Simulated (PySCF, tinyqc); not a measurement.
Worked calculation: CISD on RHF in the sto-3g basis, frozen core, for BH, spin multiplicity 1. The lowest restricted solution is unstable here: a spin-polarised one lies 0.0054 hartree lower (PySCF). One step of it, computed by the program tinyqc.

Question. CISD: roots. Diagonalise (each vector has its largest component positive (the first on a tie)); all determinants have Ms = 0, so triplets appear too. The lowest singlet root is the correlation energy. The Davidson correction is (1 - c0^2) E_corr, c0 the coefficient of the reference.

Occupation strings over the orbitals (2 doubly, a alpha, b beta, 0 empty; spin orbitals ordered 1a 1b 2a 2b ...): 222000 22a00b 2a200b 22b00a 2b200a 220200 2ab200 220020 2ab020 220002 2ab002 2ba200 202200 2ba020 202020 2ba002 202002

H - E(HF) between determinants (hartree), lower triangle:
```
,222000,22a00b,2a200b,22b00a,2b200a,220200,2ab200,220020,2ab020,220002,2ab002,2ba200,202200,2ba020,202020,2ba002,202002
222000,0.000000
22a00b,0.000000,0.344044
2a200b,0.000000,-0.001604,0.526803
22b00a,0.000000,-0.125900,0.061015,0.344044
2b200a,0.000000,0.061015,-0.100594,-0.001604,0.526803
220200,0.042708,0.000393,0.000000,-0.000393,0.000000,0.359068
2ab200,-0.043294,0.000000,-0.000393,0.030031,0.000000,0.081758,0.551769
220020,0.042708,0.000393,0.000000,-0.000393,0.000000,0.031630,0.000000,0.359068
2ab020,-0.043294,0.000000,-0.000393,0.030031,0.000000,0.000000,0.031630,0.081758,0.551769
220002,0.125900,0.066336,0.104581,-0.066336,-0.104581,0.027231,0.000000,0.027231,0.000000,0.798305
2ab002,0.061015,-0.104581,-0.032312,0.029373,-0.032683,0.000000,0.027231,0.000000,0.027231,-0.081962,0.899649
2ba200,0.043294,0.030031,0.000000,0.000000,-0.000393,-0.081758,-0.115471,0.000000,0.000000,0.000000,0.000000,0.551769
202200,0.079452,0.000000,0.030031,0.000000,-0.030031,0.115471,0.132813,0.000000,0.000000,0.000000,0.000000,-0.132813,0.839966
2ba020,0.043294,0.030031,0.000000,0.000000,-0.000393,0.000000,0.000000,-0.081758,-0.115471,0.000000,0.000000,0.031630,0.000000,0.551769
202020,0.079452,0.000000,0.030031,0.000000,-0.030031,0.000000,0.000000,0.115471,0.132813,0.000000,0.000000,0.000000,0.031630,-0.132813,0.839966
2ba002,-0.061015,0.029373,-0.032683,-0.104581,-0.032312,0.000000,0.000000,0.000000,0.000000,0.081962,-0.115471,0.027231,0.000000,0.027231,0.000000,0.899649
202002,0.100594,-0.032683,-0.031298,0.032683,0.031298,0.000000,0.000000,0.000000,0.000000,0.115471,-0.030907,0.000000,0.027231,0.000000,0.027231,0.030907,1.096490
```

Give: lowest roots of this matrix, relative to E(HF); lowest vectors; <S^2> of these roots; weight of the ground state by excitation level 0, 1, 2, ...; Davidson correction.

Answer.

lowest roots of this matrix, relative to E(HF) (hartree): -0.073  0.189  0.283  0.342  0.373  0.405  0.419  0.477

lowest vectors:
```
,root 1,root 2,root 3,root 4
222000,0.952,0.000,0.000,0.063
22a00b,0.009,0.677,0.000,0.202
2a200b,0.028,-0.149,0.000,0.167
22b00a,-0.009,0.677,0.000,-0.202
2b200a,-0.028,-0.149,0.000,-0.167
220200,-0.085,0.000,0.679,0.610
2ab200,0.081,-0.081,-0.125,-0.067
220020,-0.085,0.000,-0.679,0.610
2ab020,0.081,-0.081,0.125,-0.067
220002,-0.145,0.000,0.000,-0.238
2ab002,-0.069,0.077,0.000,0.014
2ba200,-0.081,-0.081,0.125,0.067
202200,-0.092,0.000,-0.086,-0.131
2ba020,-0.081,-0.081,-0.125,0.067
202020,-0.092,0.000,0.086,-0.131
2ba002,0.069,0.077,0.000,-0.014
202002,-0.065,0.000,0.000,0.070
```

<S^2> of these roots: 0.000  2.000  0.000  0.000  0.000  2.000  2.000  2.000

weight of the ground state by excitation level 0, 1, 2, ...: 0.906  0.002  0.092

Davidson correction = -0.00684 hartree
